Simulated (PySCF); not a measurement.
Species: C₅H₁₁S (charge +1).
SMILES with atom numbers: `[CH3:1][S+:2]1[CH2:3][CH2:4][CH2:5][CH2:6]1` (hydrogens: H7, H8, H9 on C1; H10, H11 on C3; H12, H13 on C4; H14, H15 on C5; H16, H17 on C6)

The calculation used PBE0-D3(BJ)/def2-SVP geometry optimisation, gas phase (PySCF).

Q: List the bond lengths, angles and torsions at this level.

A: 
```tsv
bond	length (Å)
C1–S2	1.798
S2–C3	1.843
C3–C4, C5–C6	1.523
C4–C5	1.523
S2–C6	1.833
C1–H7, C1–H8, C1–H9	1.099
C3–H10, C6–H17	1.099
C3–H11, C6–H16	1.100
C4–H12, C5–H14	1.101
C4–H13, C5–H15	1.101
```

Bonds in one row agree within 0.01 Å and their mean is given. A selection of angles:
```tsv
angle	degrees
S2–C1–H7	107.1
S2–C1–H9	111.1
H7–C1–H8	109.0
H7–C1–H9	111.0
C1–S2–C3	103.0
C3–S2–C6	94.1
S2–C3–C4	105.9
S2–C3–H10	107.3
S2–C3–H11	106.3
C4–C3–H10	114.6
C4–C3–H11	113.2
H10–C3–H11	108.9
C3–C4–C5	107.5
C3–C4–H12	109.7
C3–C4–H13	109.9
C5–C4–H12	112.6
C5–C4–H13	110.2
H12–C4–H13	107.0
C4–C5–C6	106.2
C4–C5–H14	111.0
C4–C5–H15	112.2
C6–C5–H14	110.6
C5–C6–H16	116.2
C5–C6–H17	112.8
S2–C6–H16	108.0
S2–C6–H17	104.7
```

Torsions: C1–S2–C3–C4 -114° (anticlinal); S2–C3–C4–C5 34° (synclinal); C3–C4–C5–C6 -49° (synclinal); C4–C5–C6–S2 40° (synclinal); C1–S2–C6–C5 87° (synclinal). The mirror-image conformer, all signs reversed, is as good.

The 5-membered ring S2–C3–C4–C5–C6 has internal angles of 94.1° to 107.5° (sum 519°, against 540° for a flat polygon); it is puckered, 0.19 Å rms from its mean plane, widest ring torsion 49°. S2 (sulfonium sulfur) is pyramidal (angles 103.2°, 103.0° and 94.1°, sum 300.3°, 0.85 Å off the plane of its three neighbours). The 3 C–S bonds span 1.798 Å (C1–S2, drawn single) to 1.843 Å (S2–C3, drawn single), a spread of 0.045 Å.

Point group: C1 (no symmetry element, even within 0.4 Å). No frequency check.
